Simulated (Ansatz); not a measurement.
Results of PBE+SOC (Ansatz, an electronic-structure program, plane waves, PAW) for zinc-blende HgS (metastable phase).

Numerical settings: plane-wave cutoff 520 eV, 10×10×10 k mesh, Fermi–Dirac smearing 0.01 eV, PAW data made under PBE.

Computed at the level's own relaxed cell.

Problem. Predict the band gap, lattice parameter a, equilibrium volume per atom and bulk modulus.

Solution. 
- band gap = 0.04 eV (indirect)
- lattice parameter a = 5.968 Å
- equilibrium volume per atom = 26.57 Å³/atom
- bulk modulus = 51.9 GPa

Measured, for comparison: lattice constant a 5.841 Å, equilibrium volume per atom 24.91 Å³/atom (295 K, no zero-point or thermal correction; as tabulated in Cardona et al. (2009), arXiv:0908.2634). Computed (rounded) less measured: lattice constant a +2.2 %, equilibrium volume per atom +6.7 %.

Computed values are for the static lattice.

It cost roughly 3 core-minutes of CPU time.
